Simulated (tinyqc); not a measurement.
Pariser-Parr-Pople SCF with singles CI, for the molecule C=C1C=CC=C1 (SMILES; centres numbered as the heavy atoms are written), step by step. Computed by tinyqc, a small Python program that keeps every step. Settings: charge = 0, gamma = MN, start = core, damping = 0.3, iteration cap = 86, excitations kept = 6. Command: `OMP_NUM_THREADS=1 python tinyqc.py 27828 27829 out.jsonl` (the two numbers bound the seeds that draw the settings). One thread of a shared host (Intel(R) Xeon(R) Processor @ 2.60GHz), about 0.01 s of CPU time with the checks. Later iterations appear only in the table of the cycle.

## PPP integrals

Centres (angstrom, eV; a flat drawing with bonds scaled to 1.40 angstrom):
```
centre         x         y  core charge z         W  gamma_rr
1C       2.15900   0.00000              1  11.74000  10.70000
2C       0.75900   0.00000              1  11.74000  10.70000
3C      -0.06400   1.13300              1  11.74000  10.70000
4C      -1.39500   0.70000              1  11.74000  10.70000
5C      -1.39500  -0.70000              1  11.74000  10.70000
6C      -0.06400  -1.13300              1  11.74000  10.70000
```

Resonance integrals (eV):
```
i  j      beta
1  2  -2.39000
2  3  -2.39000
3  4  -2.39000
4  5  -2.39000
5  6  -2.39000
6  2  -2.39000
```

Mataga-Nishimoto: gamma = 14.399645/(R + a), a = 2 x 14.399645/(gamma_rr + gamma_ss); H_rr = -W_r - sum_(s != r) z_s gamma_rs; H_rs = beta for bonds.

repulsion gamma_rs (eV), lower triangle:
```
          1C        2C        3C        4C        5C        6C
1C  10.70000
2C   5.24432  10.70000
3C   3.74909   5.24362  10.70000
4C   2.89845   3.98810   5.24497  10.70000
5C   2.89845   3.98810   3.98768   5.24432  10.70000
6C   3.74909   5.24362   3.98688   3.98768   5.24497  10.70000
```

core matrix H (eV), lower triangle:
```
           1C         2C         3C         4C         5C         6C
1C  -30.27940
2C   -2.39000  -35.44777
3C    0.00000   -2.39000  -33.95224
4C    0.00000    0.00000   -2.39000  -33.10353
5C    0.00000    0.00000    0.00000   -2.39000  -33.10353
6C    0.00000   -2.39000    0.00000    0.00000   -2.39000  -33.95224
```

## Starting guess

pi electrons, sum of z_r less the charge = 6

Orbitals of the core matrix H.

P at the start, lower triangle:
```
          1C        2C        3C        4C       5C       6C
1C   0.16507
2C   0.47145   1.42497
3C   0.12020   0.49533   1.16254
4C  -0.16083  -0.23068   0.73981   1.04244
5C  -0.16083  -0.23068  -0.08806   0.60337  1.04244
6C   0.12020   0.49533  -0.39839  -0.08806  0.73981  1.16254
```

## Iteration 1: Fock matrix

F_rr = H_rr + P_rr gamma_rr / 2 + sum_(s != r) P_ss gamma_rs; F_rs = H_rs - P_rs gamma_rs / 2; E = tr P (H + F) / 2 + core repulsion sum_(r<s) z_r z_s gamma_rs.

F (eV), lower triangle:
```
          1C        2C        3C        4C        5C        6C
1C  -7.16342
2C  -3.62622  -6.45195
3C  -0.22531  -3.68867  -5.38239
4C   0.23308   0.45998  -4.33013  -5.16489
5C   0.23308   0.45998   0.17558  -3.97212  -5.16489
6C  -0.22531  -3.68867   0.79416   0.17558  -4.33013  -5.38239
```

pi energy = -77.19332 eV

## Iteration 1: orbitals and new P

Diagonalise F (the basis is taken as orthonormal) and form P = 2 sum c c over the lowest orbitals; 0.3 of the old P is kept.

orbital energies (eV): -13.30799  -10.46618  -8.83354  -5.02258  1.45615  1.46422

P after iteration 1, lower triangle:
```
          1C        2C        3C        4C       5C       6C
1C   0.58603
2C   0.71820   1.13447
3C   0.16760   0.42628   1.11398
4C  -0.26735  -0.10850   0.78208   1.02577
5C  -0.26735  -0.10850  -0.07884   0.53283  1.02577
6C   0.16760   0.42628  -0.39308  -0.07884  0.78208  1.11398
```

## Iteration 2: Fock matrix

As before.

F (eV), lower triangle:
```
          1C        2C        3C        4C        5C        6C
1C  -6.89550
2C  -4.27323  -6.44069
3C  -0.31417  -3.50762  -5.93476
4C   0.38746   0.21635  -4.44100  -5.72824
5C   0.38746   0.21635   0.15719  -3.78715  -5.72824
6C  -0.31417  -3.50762   0.78358   0.15719  -4.44100  -5.93476
```

pi energy = -78.70174 eV

## Iteration 2: orbitals and new P

As before.

orbital energies (eV): -13.86488  -10.87822  -9.51130  -4.26076  0.85188  1.00109

P after iteration 2, lower triangle:
```
          1C        2C        3C        4C       5C       6C
1C   0.74562
2C   0.80385   1.03297
3C   0.17707   0.39420   1.08925
4C  -0.29781  -0.06335   0.80542   1.02145
5C  -0.29781  -0.06335  -0.07404   0.49625  1.02145
6C   0.17707   0.39420  -0.38555  -0.07404  0.80542  1.08925
```

## Convergence

Stop when output and input P, before any damping, agree to 1e-7.

Course of the cycle:
```
iteration       E (eV)  largest |P(out) - P(in)|
1          -77.1933229                  6.01e-01
2          -78.7017413                  2.28e-01
3          -79.2576850                  8.30e-02
4          -79.4394962                  3.06e-02
5          -79.4971614                  1.18e-02
6          -79.5153594                  5.66e-03
7          -79.5211235                  3.47e-03
8          -79.5229627                  2.15e-03
9          -79.5235550                  1.33e-03
10         -79.5237479                  8.29e-04
11         -79.5238115                  5.16e-04
...                ...                       ...
20         -79.5238437                  7.29e-06
21         -79.5238437                  4.54e-06
22         -79.5238437                  2.83e-06
23         -79.5238437                  1.76e-06
24         -79.5238437                  1.10e-06
25         -79.5238437                  6.83e-07
26         -79.5238437                  4.25e-07
27         -79.5238437                  2.65e-07
28         -79.5238437                  1.65e-07
29         -79.5238437                  1.03e-07
30         -79.5238437                  6.40e-08
```

Converged in 30 iterations.

## Converged orbitals

Charges are z - P_rr.

orbital energies (eV): -14.16195  -11.05896  -9.96250  -3.86853  0.47511  0.77211

coefficients:
```
        MO1       MO2       MO3       MO4       MO5       MO6
1C  0.32996   0.55772   0.00000   0.68313   0.00000  -0.33678
2C  0.54502   0.44408   0.00000  -0.31037   0.00000   0.63985
3C  0.40882  -0.09143   0.59739  -0.34594  -0.37832  -0.45258
4C  0.36042  -0.48735   0.37832   0.31437   0.59739   0.18373
5C  0.36042  -0.48735  -0.37832   0.31437  -0.59739   0.18373
6C  0.40882  -0.09143  -0.59739  -0.34594   0.37832  -0.45258
```

pi charges: 1C 0.16016, 2C 0.01148, 3C -0.06473, 4C -0.02109, 5C -0.02109, 6C -0.06473

## Singles CI, singlets

Over the 6 single excitations with the smallest orbital gaps: A = (e_a - e_i) delta + 2 (ia|jb) - (ij|ab), with (pq|rs) = sum c_mp c_mq gamma_mn c_nr c_ns. f = 2/3 w |mu|^2 in atomic units, mu = sqrt2 sum c_ia sum_m c_mi c_ma R_m.

singlet CI matrix (eV), lower triangle:
```
          3>4       2>4      1>4      3>5      3>6      2>5
3>4   2.52273
2>4   0.00000   4.86118
1>4   0.00000   0.05867  6.83887
3>5   0.00000  -0.66182  0.53472  7.06411
3>6   0.52402   0.00000  0.00000  0.00000  7.15163
2>5  -0.06404   0.00000  0.00000  0.00000  0.15605  8.05910
```

singlet excitation energies (eV): 2.46297  4.65856  6.51828  7.18519  7.58733  8.08529

oscillator strengths: 0.02633  0.67894  0.45428  0.29435  0.58026  0.24026

## Singles CI, triplets

Over the 6 single excitations with the smallest orbital gaps: A = (e_a - e_i) delta - (ij|ab), with (pq|rs) = sum c_mp c_mq gamma_mn c_nr c_ns.

triplet CI matrix (eV), lower triangle:
```
          3>4       2>4       1>4      3>5      3>6      2>5
3>4   1.31442
2>4   0.00000   1.75323
1>4   0.00000  -0.69876   5.10069
3>5   0.00000   0.56026  -0.86877  4.57847
3>6  -0.92281   0.00000   0.00000  0.00000  5.27234
2>5   0.56026   0.00000   0.00000  0.00000  0.44082  6.27853
```

triplet excitation energies (eV): 1.03087  1.56138  3.93282  5.38083  5.93819  6.45358
